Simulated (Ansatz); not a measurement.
# AlF− (doublet): wave-function methods side by side, aug-cc-pVDZ

The task here is to estimate one member of a computed series from the others.

The runs use Ansatz 0.2.0, Gaussian basis; aug-cc-pVDZ, core rule «outside noble gas», up to 6 orbitals frozen.

The runs, in order: UHF; CCSD(T) on ROHF; CCSD(T) on UHF; BCCD(T) on ROHF; CISD as a restricted active space (open shells left free, so some higher excitations enter); CCSDT(Q) on ROHF; CCSDT(Q) on UHF.

24 further runs of the same task are left out: 10 for a known fault of the program, 4 that didn't finish, 10 set aside as unsound or not needed. Runs told in other sessions of the task aren't counted.

## The system

The geometry is a PBE0/def2-TZVPD stationary point (not a proven minimum).

2 atoms, charge -1, spin multiplicity 2.

Atoms are counted from 1 here; the program's logs count them from 0.

Bond lengths: Al1–F2 1.734 Å.

The first run:

in.yaml reads:

```yaml
crystal:
  periodic: [false, false, false]
  atoms:
    - {symbol: Al, position_ang: [0.000000, 0.000000, 0.000000]}
    - {symbol: F, position_ang: [0.000000, 0.000000, 1.734200]}
basis:
  gaussian: {orbitals: aug-cc-pVDZ}
total_charge: -1
magnetization: {spin_polarized: true, initial_magnetization: 1}
hamiltonian: {xc: hf}
output: {orbitals: {seedname: orbitals}}
```

Launch:

```
> ansatz run in.yaml --threads 1 --pin off --events-out ev --progress --plain --max-ram 2393MiB
```

Among the steps run: UHF; CCSD(T) on ROHF; CCSD(T) on UHF; BCCD(T) on ROHF; CISD as a restricted active space (open shells left free, so some higher excitations enter); CCSDT(Q) on ROHF; CCSDT(Q) on UHF.

One table of the session follows, with a row left open; its other results are not shown here.

It belongs to the step «Misses and costs». 

```
   method  from UCCSDT(Q) (meV)
     ROHF               +7812.8
      UHF               +7762.5
     RMP2                +583.9
     UMP2                +590.9
     CISD                     ?
    RCCSD                +234.9
    UCCSD                +232.0
 RCCSD(T)                 +32.8
 UCCSD(T)                 +32.4
  BCCD(T)                 +26.3
   RCCSDT                 +13.2
   UCCSDT                 +13.1
RCCSDT(Q)                  +3.4
UCCSDT(Q)                     0
```

Q: Estimate the row for CISD from the others.

The run gave: from UCCSDT(Q) (meV): +813.1. In the column «from UCCSDT(Q) (meV)» it lies between UMP2 (+590.9) and UHF (+7762.5).

To keep in mind: Restricted and unrestricted rows rest on different reference determinants; a gap between their highest levels can come from leftover correlation error, from unlike frozen cores or from another state.
